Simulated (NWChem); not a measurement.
All runs are NWChem calculations. System: F$_{2}$, charge 0, spin multiplicity 1, displaced from the optimised geometry. Level: LDA (SVWN5)/def2-SVP.

Input file:

```
start mol
memory heap 200 mb stack 900 mb global 1100 mb
geometry units angstroms nocenter noautoz
  F      0.000000     0.000000     0.701991
  F      0.000000     0.000000    -0.701991
  symmetry group D2h
end
basis spherical
  * library def2-svp
end
dft
  xc slater vwn_5
  semidirect memsize 60000000 filesize 0
  iterations 100
  grid xfine
end
task dft gradient
```

NWChem printed:

```
             Northwest Computational Chemistry Package (NWChem) 7.3.0
             --------------------------------------------------------

                                NWChem Input Module
                                -------------------

 Scaling coordinates for geometry "geometry" by  1.889725989
 (inverse scale =  0.529177249)

 Turning off AUTOSYM since
 SYMMETRY directive was detected!

                             Geometry "geometry" -> ""
                             -------------------------

 Output coordinates in angstroms (scale by  1.889725989 to convert to a.u.)

  No.       Tag          Charge          X              Y              Z
 ---- ---------------- ---------- -------------- -------------- --------------
    1 F                    9.0000     0.00000000     0.00000000     0.70199100
    2 F                    9.0000     0.00000000     0.00000000    -0.70199100

 Effective nuclear repulsion energy (a.u.)      30.5298480814

            Nuclear Dipole moment (a.u.)
            ----------------------------
        X                 Y               Z
 ---------------- ---------------- ----------------
     0.0000000000     0.0000000000     0.0000000000

      Symmetry information
      --------------------

 Group name             D2h
 Group number             26
 Group order               8
 No. of unique centers     1

      Symmetry unique atoms

     1


 Summary of "ao basis" -> "" (spherical)
 ------------------------------------------------------------------------------
       Tag                 Description            Shells   Functions and Types
 ---------------- ------------------------------  ------  ---------------------
 *                          def2-svp                  on all atoms

                                 NWChem DFT Module
                                 -----------------

 Summary of "ao basis" -> "ao basis" (spherical)
 ------------------------------------------------------------------------------
       Tag                 Description            Shells   Functions and Types
 ---------------- ------------------------------  ------  ---------------------
 F                          def2-svp                 6       14   3s2p1d

 Summary of "ao basis" -> "ao basis" (spherical)
 ------------------------------------------------------------------------------
       Tag                 Description            Shells   Functions and Types
 ---------------- ------------------------------  ------  ---------------------
 F                          def2-svp                 6       14   3s2p1d

      Symmetry analysis of basis
      --------------------------

        ag          7
        au          1
        b1g         1
        b1u         7
        b2g         3
        b2u         3
        b3g         3
        b3u         3

            General Information
            -------------------
          SCF calculation type: DFT
          Wavefunction type:  closed shell.
          No. of atoms     :     2
          No. of electrons :    18
           Alpha electrons :     9
            Beta electrons :     9
          Charge           :     0
          Spin multiplicity:     1
          Use of symmetry is: on ; symmetry adaption is: on
          Maximum number of iterations: 100
          AO basis - number of functions:    28
                     number of shells:    12
          Convergence on energy requested:  1.00D-06
          Convergence on density requested:  1.00D-05
          Convergence on gradient requested:  5.00D-04
[...]
     8     -0.341586  1 F  py                22      0.341586  2 F  py

 Vector   10  Occ=0.000000D+00  E=-2.003823D-01  Symmetry=b1u
              MO Center= -4.4D-19, -4.4D-19, -1.1D-16, r^2= 8.5D-01
   Bfn.  Coefficient  Atom+Function         Bfn.  Coefficient  Atom+Function
  ----- ------------  ---------------      ----- ------------  ---------------
     6      0.566028  1 F  pz                20      0.566028  2 F  pz
     9     -0.431920  1 F  pz                23     -0.431920  2 F  pz
     3      0.184075  1 F  s                 17     -0.184075  2 F  s
     2      0.161804  1 F  s                 16     -0.161804  2 F  s
     1      0.067128  1 F  s                 15     -0.067128  2 F  s

 Vector   11  Occ=0.000000D+00  E= 9.398475D-01  Symmetry=ag
              MO Center=  8.4D-15,  5.3D-14, -2.7D-14, r^2= 1.8D+00
   Bfn.  Coefficient  Atom+Function         Bfn.  Coefficient  Atom+Function
  ----- ------------  ---------------      ----- ------------  ---------------
     2      1.084410  1 F  s                 16      1.084410  2 F  s
     3     -1.003956  1 F  s                 17     -1.003956  2 F  s
     9     -0.259387  1 F  pz                23      0.259387  2 F  pz
     1      0.225895  1 F  s                 15      0.225895  2 F  s
     6     -0.187301  1 F  pz                20      0.187301  2 F  pz

 Vector   12  Occ=0.000000D+00  E= 9.521417D-01  Symmetry=b2u
              MO Center=  9.0D-32, -5.3D-14,  6.2D-17, r^2= 1.3D+00
   Bfn.  Coefficient  Atom+Function         Bfn.  Coefficient  Atom+Function
  ----- ------------  ---------------      ----- ------------  ---------------
     5      0.662401  1 F  py                19      0.662401  2 F  py
     8      0.640861  1 F  py                22      0.640861  2 F  py

 center of mass
 --------------
 x =   0.00000000 y =   0.00000000 z =   0.00000000

 moments of inertia (a.u.)
 ------------------
          66.866375505706           0.000000000000           0.000000000000
           0.000000000000          66.866375505706           0.000000000000
           0.000000000000           0.000000000000           0.000000000000

     Multipole analysis of the density
     ---------------------------------

     L   x y z        total         alpha         beta         nuclear
     -   - - -        -----         -----         ----         -------
     0   0 0 0     -0.000000     -9.000000     -9.000000     18.000000

     1   1 0 0     -0.000000     -0.000000     -0.000000      0.000000
     1   0 1 0     -0.000000     -0.000000     -0.000000      0.000000
     1   0 0 1     -0.000000     -0.000000     -0.000000      0.000000

     2   2 0 0     -6.975829     -3.487914     -3.487914      0.000000
     2   1 1 0     -0.000000     -0.000000     -0.000000      0.000000
     2   1 0 1      0.000000      0.000000      0.000000      0.000000
     2   0 2 0     -6.975829     -3.487914     -3.487914      0.000000
     2   0 1 1      0.000000      0.000000      0.000000      0.000000
     2   0 0 2     -6.459338    -19.067776    -19.067776     31.676214

            General Information
            -------------------
          SCF calculation type: DFT
          Wavefunction type:  closed shell.
          No. of atoms     :     2
          No. of electrons :    18
           Alpha electrons :     9
            Beta electrons :     9
          Charge           :     0
          Spin multiplicity:     1
          Use of symmetry is: on ; symmetry adaption is: on
          Maximum number of iterations: 100
          AO basis - number of functions:    28
                     number of shells:    12
          Convergence on energy requested:  1.00D-06
          Convergence on density requested:  1.00D-05
          Convergence on gradient requested:  5.00D-04

              XC Information
              --------------
                        Slater Exchange Functional  1.000 local
                      VWN V Correlation Functional  1.000 local

             Grid Information
             ----------------
          Grid used for XC integration:  xfine
          Radial quadrature: Mura-Knowles
          Angular quadrature: Lebedev.
          Tag              B.-S. Rad. Rad. Pts. Rad. Cut. Ang. Pts.
          ---              ---------- --------- --------- ---------
          F                   0.50      100           5.0      1454
          Grid pruning is: on
          Number of quadrature shells:   100
          Spatial weights used:  Erf1

          Convergence Information
          -----------------------
          Convergence aids based upon iterative change in
          total energy or number of iterations.
          Levelshifting, if invoked, occurs when the
          HOMO/LUMO gap drops below (HL_TOL):  1.00D-02
          DIIS, if invoked, will attempt to extrapolate
          using up to (NFOCK): 10 stored Fock matrices.

                    Damping( 0%)  Levelshifting(0.5)       DIIS
                  --------------- ------------------- ---------------
          dE  on:    start            ASAP                start
          dE off:    2 iters        100 iters           100 iters

      Screening Tolerance Information
      -------------------------------
          Density screening/tol_rho:  1.00D-10
          AO Gaussian exp screening on grid/accAOfunc:  14
          CD Gaussian exp screening on grid/accCDfunc:  20
          XC Gaussian exp screening on grid/accXCfunc:  20
          Schwarz screening/accCoul:  1.00D-08

                            NWChem DFT Gradient Module
                            --------------------------

  charge          =   0.00
  wavefunction    = closed shell

  Using symmetry

                         DFT ENERGY GRADIENTS

    atom               coordinates                        gradient
                 x          y          z           x          y          z
   1 F       0.000000   0.000000   1.326571    0.000000   0.000000   0.017098
   2 F       0.000000   0.000000  -1.326571    0.000000   0.000000  -0.017098

                 ----------------------------------------
                 |  Time  |  1-e(secs)   |  2-e(secs)   |
                 ----------------------------------------
                 |  CPU   |       0.00   |       0.04   |
                 ----------------------------------------
                 |  WALL  |       0.00   |       0.04   |
                 ----------------------------------------

 Task  times  cpu:        0.3s     wall:        0.3s

 Total times  cpu:        0.4s     wall:        0.4s
```
